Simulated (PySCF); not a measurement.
C4H4N2, SMILES n1ccncc1. Atoms are numbered in the order given.

```xyz
10

C      0.0000    -1.1297    -0.6983
C      0.0000    -1.1297     0.6983
N      0.0000     0.0000     1.3991
C      0.0000     1.1297     0.6983
C      0.0000     1.1297    -0.6983
N      0.0000     0.0000    -1.3991
H      0.0000    -2.0717    -1.2583
H      0.0000    -2.0717     1.2583
H      0.0000     2.0717     1.2583
H      0.0000     2.0717    -1.2583
```

Coordinates come from a PBE0-D3(BJ)/def2-SVP optimisation.

These are HF/pcSseg-1 (PySCF) values and carry that method's errors.

GIAO shieldings, no solvent; atoms alike by connectivity are averaged. δ = σ(ref) − σ: ¹³C against TMS (σ = 192.6 ppm); ¹⁵N against NH3 (σ = 267.3 ppm); ¹H against TMS (σ = 31.99 ppm), references at their B3LYP-D3(BJ)/def2-TZVP geometries, non-relativistic.

Computed chemical shifts:
```csv
nucleus,atoms,count,δ (ppm)
¹³C,"C1, C2, C4, C5",4,153.9
¹⁵N,"N3, N6",2,403.5
¹H,"H7, H8, H9, H10",4,9.04
```
